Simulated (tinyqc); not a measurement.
Worked calculation (part 1 of 2): RHF in the sto-6g basis, for BH3, spin multiplicity 1. Computed by tinyqc, a small Python program that keeps every step (integrals from PySCF). Settings: charge = 0, multiplicity = 1, basis = sto-6g, energy threshold = 1e-08, iteration cap = 65, orthogonalisation = canonical, start = atomic densities, DIIS depth = 6, method = RHF. Command: `OMP_NUM_THREADS=1 python tinyqc.py 20476 20477 out.jsonl` (the two numbers bound the seeds that draw the settings). One thread of a shared host (Intel(R) Xeon(R) Processor @ 2.60GHz), about 0.2 s of CPU time with the checks. Later iterations appear only in the table of the cycle.

## One-electron integrals

Geometry (angstrom):
```
atom          x          y         z
B      0.000000   0.000000  0.035000
H      1.482000   0.000000  0.000000
H     -0.741000   1.283000  0.000000
H     -0.741000  -1.283000  0.000000
```

Basis sto-6g: exponents (1/bohr^2) and contraction coefficients of normalised primitives:
```
element  l (shell)    exponent  coefficient
B            s (1)  506.011147     0.009164
B            s (1)   92.776814     0.049362
B            s (1)   25.955658     0.168538
B            s (1)    8.916445     0.370563
B            s (1)    3.462507     0.416492
B            s (1)    1.426054     0.130334
B            s (2)   23.194575    -0.013253
B            s (2)    4.590810    -0.046992
B            s (2)    1.426819    -0.033785
B            s (2)    0.548948     0.250242
B            s (2)    0.238410     0.595117
B            s (2)    0.109280     0.240706
B            p (3)   23.194575     0.003760
B            p (3)    4.590810     0.037679
B            p (3)    1.426819     0.173897
B            p (3)    0.548948     0.418036
B            p (3)    0.238410     0.425859
B            p (3)    0.109280     0.101708
H            s (1)   35.523221     0.009164
H            s (1)    6.513144     0.049361
H            s (1)    1.822143     0.168538
H            s (1)    0.625955     0.370563
H            s (1)    0.243077     0.416492
H            s (1)    0.100112     0.130334
```

Overlap, kinetic and nuclear-attraction integrals over the contracted functions; the nuclear repulsion is the sum of Za Zb / Rab.

nuclear repulsion = 5.97406038 hartree

overlap S, lower triangle:
```
           1B 1s     1B 2s     1B 2px     1B 2py     1B 2pz     2H 1s     3H 1s     4H 1s
1B 1s   1.000000
1B 2s   0.264891  1.000000
1B 2px  0.000000  0.000000   1.000000
1B 2py  0.000000  0.000000   0.000000   1.000000
1B 2pz  0.000000  0.000000   0.000000   0.000000   1.000000
2H 1s   0.035632  0.337780   0.380636   0.000000  -0.008989  1.000000
3H 1s   0.035663  0.337946  -0.190442   0.329740  -0.008995  0.046604  1.000000
4H 1s   0.035663  0.337946  -0.190442  -0.329740  -0.008995  0.046604  0.046658  1.000000
```

kinetic energy T (hartree), lower triangle:
```
            1B 1s     1B 2s     1B 2px     1B 2py     1B 2pz      2H 1s      3H 1s     4H 1s
1B 1s   10.947243
1B 2s   -0.333880  0.374498
1B 2px   0.000000  0.000000   1.125026
1B 2py   0.000000  0.000000   0.000000   1.125026
1B 2pz   0.000000  0.000000   0.000000   0.000000   1.125026
2H 1s   -0.010171  0.031119   0.114315   0.000000  -0.002700   0.768522
3H 1s   -0.010175  0.031175  -0.057233   0.099096  -0.002703  -0.009461   0.768522
4H 1s   -0.010175  0.031175  -0.057233  -0.099096  -0.002703  -0.009461  -0.009467  0.768522
```

nuclear attraction V (hartree), lower triangle:
```
             1B 1s      1B 2s     1B 2px     1B 2py     1B 2pz      2H 1s      3H 1s      4H 1s
1B 1s   -24.462819
1B 2s    -3.027914  -4.809313
1B 2px    0.000010   0.000081  -4.848018
1B 2py    0.000000   0.000000   0.000000  -4.848024
1B 2pz    0.000892   0.008186  -0.000002   0.000000  -4.731358
2H 1s    -0.445289  -1.323917  -1.406874   0.000000   0.034338  -3.429062
3H 1s    -0.445689  -1.324734   0.704005  -1.218921   0.034365  -0.170311  -3.429570
4H 1s    -0.445689  -1.324734   0.704005   1.218921   0.034365  -0.170311  -0.170513  -3.429570
```

core Hamiltonian H = T + V (hartree), lower triangle:
```
             1B 1s      1B 2s     1B 2px     1B 2py     1B 2pz      2H 1s      3H 1s      4H 1s
1B 1s   -13.515575
1B 2s    -3.361794  -4.434815
1B 2px    0.000010   0.000081  -3.722992
1B 2py    0.000000   0.000000   0.000000  -3.722998
1B 2pz    0.000892   0.008186  -0.000002   0.000000  -3.606331
2H 1s    -0.455459  -1.292798  -1.292559   0.000000   0.031639  -2.660540
3H 1s    -0.455865  -1.293559   0.646771  -1.119825   0.031662  -0.179771  -2.661048
4H 1s    -0.455865  -1.293559   0.646771   1.119825   0.031662  -0.179771  -0.179980  -2.661048
```

## Two-electron integrals

Functions are numbered as in S; the eight-fold symmetry (ij|kl) = (ji|kl) = (kl|ij) leaves the list below.

Two-electron integrals (ij|kl) in chemists' order, unique and non-zero (hartree):
```
(11|11) 2.924993    (21|11) 0.480756    (21|21) 0.099484    (22|11) 0.743449
(22|21) 0.188967    (22|22) 0.544922    (31|31) 0.021096    (32|31) 0.030854
(32|32) 0.120443    (33|11) 0.743450    (33|21) 0.188967    (33|22) 0.544922
(33|33) 0.587109    (41|41) 0.021096    (42|41) 0.030854    (42|42) 0.120443
(43|43) 0.031641    (44|11) 0.743450    (44|21) 0.188967    (44|22) 0.544922
(44|33) 0.523827    (44|44) 0.587109    (51|51) 0.021096    (52|51) 0.030854
(52|52) 0.120443    (53|53) 0.031641    (54|54) 0.031641    (55|11) 0.743450
(55|21) 0.188967    (55|22) 0.544922    (55|33) 0.523827    (55|44) 0.523827
(55|55) 0.587109    (61|11) 0.066668    (61|21) 0.013382    (61|22) 0.025265
(61|31) 0.001053    (61|32) 0.002027    (61|33) 0.025537    (61|44) 0.025129
(61|51) -0.000025   (61|52) -0.000048   (61|53) -0.000010   (61|55) 0.025129
(61|61) 0.001868    (62|11) 0.181578    (62|21) 0.047078    (62|22) 0.152098
(62|31) 0.005479    (62|32) 0.033906    (62|33) 0.161102    (62|44) 0.147592
(62|51) -0.000129   (62|52) -0.000801   (62|53) -0.000319   (62|55) 0.147600
(62|61) 0.006754    (62|62) 0.062545    (63|11) 0.180632    (63|21) 0.047435
(63|22) 0.161049    (63|31) 0.009223    (63|32) 0.053852    (63|33) 0.177615
(63|44) 0.152763    (63|51) -0.000109   (63|52) -0.000761   (63|53) -0.000442
(63|55) 0.152770    (63|61) 0.007109    (63|62) 0.077129    (63|63) 0.099454
(64|41) 0.004592    (64|42) 0.021646    (64|43) 0.006119    (64|54) -0.000145
(64|64) 0.006277    (65|11) -0.004266   (65|21) -0.001120   (65|22) -0.003803
(65|31) -0.000109   (65|32) -0.000761   (65|33) -0.003906   (65|44) -0.003608
(65|51) 0.004594    (65|52) 0.021664    (65|53) 0.006126    (65|55) -0.003897
(65|61) -0.000168   (65|62) -0.001822   (65|63) -0.002201   (65|65) 0.006329
(66|11) 0.355254    (66|21) 0.093938    (66|22) 0.343468    (66|31) 0.012026
(66|32) 0.101000    (66|33) 0.381643    (66|44) 0.324363    (66|51) -0.000284
(66|52) -0.002385   (66|53) -0.001353   (66|55) 0.324395    (66|61) 0.013703
(66|62) 0.189010    (66|63) 0.251851    (66|65) -0.005948   (66|66) 0.774999
(71|11) 0.066728    (71|21) 0.013394    (71|22) 0.025287    (71|31) -0.000527
(71|32) -0.001015   (71|33) 0.025253    (71|41) 0.000913    (71|42) 0.001757
(71|43) -0.000177   (71|44) 0.025457    (71|51) -0.000025   (71|52) -0.000048
(71|53) 4.83e-06    (71|54) -0.000008   (71|55) 0.025151    (71|61) 0.001781
(71|62) 0.006114    (71|63) 0.006036    (71|64) 0.000248    (71|65) -0.000153
(71|66) 0.012169    (71|71) 0.001871    (72|11) 0.181692    (72|21) 0.047107
(72|22) 0.152187    (72|31) -0.002742   (72|32) -0.016967   (72|33) 0.151060
(72|41) 0.004748    (72|42) 0.029377    (72|43) -0.005854   (72|44) 0.157815
(72|51) -0.000130   (72|52) -0.000801   (72|53) 0.000160    (72|54) -0.000276
(72|55) 0.147687    (72|61) 0.006113    (72|62) 0.038845    (72|63) 0.039005
(72|64) 0.004535    (72|65) -0.001107   (72|66) 0.087661    (72|71) 0.006765
(72|72) 0.062611    (73|11) -0.090387   (73|21) -0.023736   (73|22) -0.080586
(73|31) 0.005755    (73|32) 0.029721    (73|33) -0.084142   (73|41) -0.002007
(73|42) -0.013955   (73|43) 0.008036    (73|44) -0.081172   (73|51) 0.000055
(73|52) 0.000381    (73|53) -0.000219   (73|54) 0.000129    (73|55) -0.076443
(73|61) -0.002803   (73|62) -0.015577   (73|63) -0.013014   (73|64) -0.001240
(73|65) 0.000439    (73|66) -0.032698   (73|71) -0.003560   (73|72) -0.038612
(73|73) 0.029612    (74|11) 0.156501    (74|21) 0.041098    (74|22) 0.139530
(74|31) -0.002007   (74|32) -0.013955   (74|33) 0.135083    (74|41) 0.008070
(74|42) 0.045823    (74|43) -0.007795   (74|44) 0.151149    (74|51) -0.000095
(74|52) -0.000659   (74|53) 0.000129    (74|54) -0.000368   (74|55) 0.132356
(74|61) 0.005348    (74|62) 0.036041    (74|63) 0.036197    (74|64) 0.007174
(74|65) -0.001008   (74|66) 0.082135    (74|71) 0.006165    (74|72) 0.066854
(74|73) -0.040389   (74|74) 0.076217    (75|11) -0.004269   (75|21) -0.001121
(75|22) -0.003806   (75|31) 0.000055    (75|32) 0.000381    (75|33) -0.003685
(75|41) -0.000095   (75|42) -0.000659   (75|43) 0.000129    (75|44) -0.003834
(75|51) 0.004598    (75|52) 0.021679    (75|53) -0.003066   (75|54) 0.005308
(75|55) -0.003900   (75|61) -0.000153   (75|62) -0.001107   (75|63) -0.001093
(75|64) -0.000124   (75|65) 0.003463    (75|66) -0.002589   (75|71) -0.000168
(75|72) -0.001824   (75|73) 0.001102    (75|74) -0.001908   (75|75) 0.006337
(76|11) 0.023242    (76|21) 0.006035    (76|22) 0.019922    (76|31) 0.000292
(76|32) 0.001859    (76|33) 0.020110    (76|41) 0.000506    (76|42) 0.003220
(76|43) 0.000192    (76|44) 0.020331    (76|51) -0.000028   (76|52) -0.000176
(76|53) -0.000026   (76|54) -0.000046   (76|55) 0.019323    (76|61) 0.000832
(76|62) 0.006863    (76|63) 0.007907    (76|64) 0.000742    (76|65) -0.000217
(76|66) 0.018763    (76|71) 0.000833    (76|72) 0.006866    (76|73) -0.003313
(76|74) 0.007221    (76|75) -0.000217   (76|76) 0.000987    (77|11) 0.355345
(77|21) 0.093961    (77|22) 0.343542    (77|31) -0.006018   (77|32) -0.050530
(77|33) 0.338763    (77|41) 0.010419    (77|42) 0.087490    (77|43) -0.024816
(77|44) 0.367398    (77|51) -0.000284   (77|52) -0.002387   (77|53) 0.000677
(77|54) -0.001172   (77|55) 0.324462    (77|61) 0.012161    (77|62) 0.087627
(77|63) 0.087453    (77|64) 0.012758    (77|65) -0.002587   (77|66) 0.206083
(77|71) 0.013719    (77|72) 0.189121    (77|73) -0.126024   (77|74) 0.218203
(77|75) -0.005953   (77|76) 0.018763    (77|77) 0.774999    (81|11) 0.066728
(81|21) 0.013394    (81|22) 0.025287    (81|31) -0.000527   (81|32) -0.001015
(81|33) 0.025253    (81|41) -0.000913   (81|42) -0.001757   (81|43) 0.000177
(81|44) 0.025457    (81|51) -0.000025   (81|52) -0.000048   (81|53) 4.83e-06
(81|54) 0.000008    (81|55) 0.025151    (81|61) 0.001781    (81|62) 0.006114
(81|63) 0.006036    (81|64) -0.000248   (81|65) -0.000153   (81|66) 0.012169
(81|71) 0.001783    (81|72) 0.006118    (81|73) -0.003235   (81|74) 0.005105
(81|75) -0.000153   (81|76) 0.000770    (81|77) 0.012172    (81|81) 0.001871
(82|11) 0.181692    (82|21) 0.047107    (82|22) 0.152187    (82|31) -0.002742
(82|32) -0.016967   (82|33) 0.151060    (82|41) -0.004748   (82|42) -0.029377
(82|43) 0.005854    (82|44) 0.157815    (82|51) -0.000130   (82|52) -0.000801
(82|53) 0.000160    (82|54) 0.000276    (82|55) 0.147687    (82|61) 0.006113
(82|62) 0.038845    (82|63) 0.039005    (82|64) -0.004535   (82|65) -0.001107
(82|66) 0.087661    (82|71) 0.006118    (82|72) 0.038870    (82|73) -0.023451
(82|74) 0.031525    (82|75) -0.001108   (82|76) 0.004784    (82|77) 0.087685
(82|81) 0.006765    (82|82) 0.062611    (83|11) -0.090387   (83|21) -0.023736
(83|22) -0.080586   (83|31) 0.005755    (83|32) 0.029721    (83|33) -0.084142
(83|41) 0.002007    (83|42) 0.013955    (83|43) -0.008036   (83|44) -0.081172
(83|51) 0.000055    (83|52) 0.000381    (83|53) -0.000219   (83|54) -0.000129
(83|55) -0.076443   (83|61) -0.002803   (83|62) -0.015577   (83|63) -0.013014
(83|64) 0.001240    (83|65) 0.000439    (83|66) -0.032698   (83|71) -0.003235
(83|72) -0.023451   (83|73) 0.017285    (83|74) -0.018733   (83|75) 0.000654
(83|76) -0.002332   (83|77) -0.054824   (83|81) -0.003560   (83|82) -0.038612
(83|83) 0.029612    (84|11) -0.156501   (84|21) -0.041098   (84|22) -0.139530
(84|31) 0.002007    (84|32) 0.013955    (84|33) -0.135083   (84|41) 0.008070
(84|42) 0.045823    (84|43) -0.007795   (84|44) -0.151149   (84|51) 0.000095
(84|52) 0.000659    (84|53) -0.000129   (84|54) -0.000368   (84|55) -0.132356
(84|61) -0.005348   (84|62) -0.036041   (84|63) -0.036197   (84|64) 0.007174
(84|65) 0.001008    (84|66) -0.082135   (84|71) -0.005105   (84|72) -0.031525
(84|73) 0.018733    (84|74) -0.023107   (84|75) 0.000885    (84|76) -0.004037
(84|77) -0.069386   (84|81) -0.006165   (84|82) -0.066854   (84|83) 0.040389
(84|84) 0.076217    (85|11) -0.004269   (85|21) -0.001121   (85|22) -0.003806
(85|31) 0.000055    (85|32) 0.000381    (85|33) -0.003685   (85|41) 0.000095
(85|42) 0.000659    (85|43) -0.000129   (85|44) -0.003834   (85|51) 0.004598
(85|52) 0.021679    (85|53) -0.003066   (85|54) -0.005308   (85|55) -0.003900
(85|61) -0.000153   (85|62) -0.001107   (85|63) -0.001093   (85|64) 0.000124
(85|65) 0.003463    (85|66) -0.002589   (85|71) -0.000153   (85|72) -0.001108
(85|73) 0.000654    (85|74) -0.000885   (85|75) 0.003466    (85|76) -0.000147
(85|77) -0.002590   (85|81) -0.000168   (85|82) -0.001824   (85|83) 0.001102
(85|84) 0.001908    (85|85) 0.006337    (86|11) 0.023242    (86|21) 0.006035
(86|22) 0.019922    (86|31) 0.000292    (86|32) 0.001859    (86|33) 0.020110
(86|41) -0.000506   (86|42) -0.003220   (86|43) -0.000192   (86|44) 0.020331
(86|51) -0.000028   (86|52) -0.000176   (86|53) -0.000026   (86|54) 0.000046
(86|55) 0.019323    (86|61) 0.000832    (86|62) 0.006863    (86|63) 0.007907
(86|64) -0.000742   (86|65) -0.000217   (86|66) 0.018763    (86|71) 0.000770
(86|72) 0.004784    (86|73) -0.002332   (86|74) 0.004037    (86|75) -0.000147
(86|76) 0.000737    (86|77) 0.010716    (86|81) 0.000833    (86|82) 0.006866
(86|83) -0.003313   (86|84) -0.007221   (86|85) -0.000217   (86|86) 0.000987
(87|11) 0.023269    (87|21) 0.006042    (87|22) 0.019945    (87|31) -0.000585
(87|32) -0.003723   (87|33) 0.020466    (87|44) 0.020023    (87|51) -0.000028
(87|52) -0.000176   (87|53) 0.000053    (87|55) 0.019346    (87|61) 0.000770
(87|62) 0.004786    (87|63) 0.004665    (87|65) -0.000147   (87|66) 0.010726
(87|71) 0.000834    (87|72) 0.006875    (87|73) -0.004605   (87|74) 0.006487
(87|75) -0.000218   (87|76) 0.000738    (87|77) 0.018788    (87|81) 0.000834
(87|82) 0.006875    (87|83) -0.004605   (87|84) -0.006487   (87|85) -0.000218
(87|86) 0.000738    (87|87) 0.000990    (88|11) 0.355345    (88|21) 0.093961
(88|22) 0.343542    (88|31) -0.006018   (88|32) -0.050530   (88|33) 0.338763
(88|41) -0.010419   (88|42) -0.087490   (88|43) 0.024816    (88|44) 0.367398
(88|51) -0.000284   (88|52) -0.002387   (88|53) 0.000677    (88|54) 0.001172
(88|55) 0.324462    (88|61) 0.012161    (88|62) 0.087627    (88|63) 0.087453
(88|64) -0.012758   (88|65) -0.002587   (88|66) 0.206083    (88|71) 0.012172
(88|72) 0.087685    (88|73) -0.054824   (88|74) 0.069386    (88|75) -0.002590
(88|76) 0.010716    (88|77) 0.206137    (88|81) 0.013719    (88|82) 0.189121
(88|83) -0.126024   (88|84) -0.218203   (88|85) -0.005953   (88|86) 0.018763
(88|87) 0.018788    (88|88) 0.774999
```

## Orthogonalisation

S = U s U^T; canonical form X = U s^(-1/2), so that X^T S X = 1. Each column of U has its largest component positive (the first on a tie).

eigenvalues of S: 0.416334  0.509765  0.509842  0.968168  1.001295  1.443572  1.443576  1.707447

X:
```
                1          2          3          4          5          6          7          8
1B 1s   -0.419579   0.000000  -0.000617   0.907838   0.180040   0.000200   0.000000   0.237504
1B 2s    1.146880   0.000000   0.001282  -0.013473   0.019867   0.000323   0.000000   0.514404
1B 2px  -0.001346   0.000000   0.965280   0.000022  -0.000001   0.603029   0.000000  -0.000307
1B 2py   0.000000   0.965316   0.000000   0.000000   0.000000   0.000000   0.603049   0.000000
1B 2pz  -0.025457   0.000000  -0.000023  -0.200717   0.979420  -0.000004   0.000000  -0.011324
2H 1s   -0.549586   0.000000  -0.829096  -0.236916  -0.047043   0.468555   0.000000   0.296690
3H 1s   -0.551291  -0.717583   0.413657  -0.236760  -0.047012  -0.234029   0.405620   0.297066
4H 1s   -0.551291   0.717583   0.413657  -0.236760  -0.047012  -0.234029  -0.405620   0.297066
```

Within a degenerate level the vectors are fixed only up to a rotation; this is one choice.

## Starting guess

The start is atomic minimal-basis densities projected into this basis (PySCF's MINAO start) and scaled to the electron count of each spin; this density is not idempotent, so its energy is not variational and may lie below the converged one.

D at the start, lower triangle:
```
            1B 1s     1B 2s     1B 2px     1B 2py     1B 2pz     2H 1s     3H 1s     4H 1s
1B 1s    2.161641
1B 2s   -0.520882  1.976561
1B 2px  -0.000012  0.000039   0.276974
1B 2py   0.000000  0.000000   0.000000   0.276978
1B 2pz  -0.000944  0.003152  -0.000001   0.000000   0.319819
2H 1s   -0.033931  0.133105   0.056252   0.000000  -0.001105  0.956151
3H 1s   -0.033939  0.133130  -0.028128   0.048708  -0.001105  0.015716  0.956128
4H 1s   -0.033939  0.133130  -0.028128  -0.048708  -0.001105  0.015716  0.015733  0.956128
```

## Iteration 1: building the Fock matrix

J_ij = sum D_kl (ij|kl), K_ij = sum D_kl (ik|jl); F = H + J - 0.5 K; E = tr D H + tr D J / 2 - 0.25 tr D K + E_nn.

Coulomb J (hartree), lower triangle:
```
            1B 1s      1B 2s     1B 2px     1B 2py     1B 2pz     2H 1s     3H 1s     4H 1s
1B 1s    9.154928
1B 2s    1.795180   4.121428
1B 2px  -0.000009  -0.000059   4.151095
1B 2py   0.000000   0.000000   0.000000   4.151086
1B 2pz  -0.000829  -0.007191   0.000001   0.000000   4.062096
2H 1s    0.245455   1.179173   1.268134   0.000000  -0.030990  2.927315
3H 1s    0.245675   1.179870  -0.634559   1.098684  -0.031013  0.153983  2.927768
4H 1s    0.245675   1.179870  -0.634559  -1.098684  -0.031013  0.153983  0.154166  2.927768
```

exchange K (hartree), lower triangle:
```
            1B 1s      1B 2s     1B 2px     1B 2py     1B 2pz     2H 1s     3H 1s     4H 1s
1B 1s    6.040020
1B 2s    1.030903   1.507093
1B 2px  -0.000014  -0.000098   0.644235
1B 2py   0.000000   0.000000   0.000000   0.644265
1B 2pz  -0.000674  -0.005900   0.000003   0.000000   0.493784
2H 1s    0.159654   0.590615   0.397999   0.000000  -0.010086  0.976566
3H 1s    0.159796   0.590943  -0.199163   0.344809  -0.010093  0.136403  0.976751
4H 1s    0.159796   0.590943  -0.199163  -0.344809  -0.010093  0.136403  0.136524  0.976751
```

Fock matrix F (hartree), lower triangle:
```
            1B 1s      1B 2s     1B 2px     1B 2py    1B 2pz      2H 1s      3H 1s      4H 1s
1B 1s   -7.380657
1B 2s   -2.082065  -1.066933
1B 2px   0.000008   0.000071   0.105985
1B 2py   0.000000   0.000000   0.000000   0.105956
1B 2pz   0.000400   0.003945  -0.000002   0.000000  0.208873
2H 1s   -0.289831  -0.408932  -0.223425   0.000000  0.005692  -0.221508
3H 1s   -0.290088  -0.409161   0.111794  -0.193546  0.005696  -0.093990  -0.221656
4H 1s   -0.290088  -0.409161   0.111794   0.193546  0.005696  -0.093990  -0.094076  -0.221656
```

total energy of this density = -25.76470837 hartree

This density is the starting one; it is not idempotent, so its energy is not variational and may lie below the converged one.
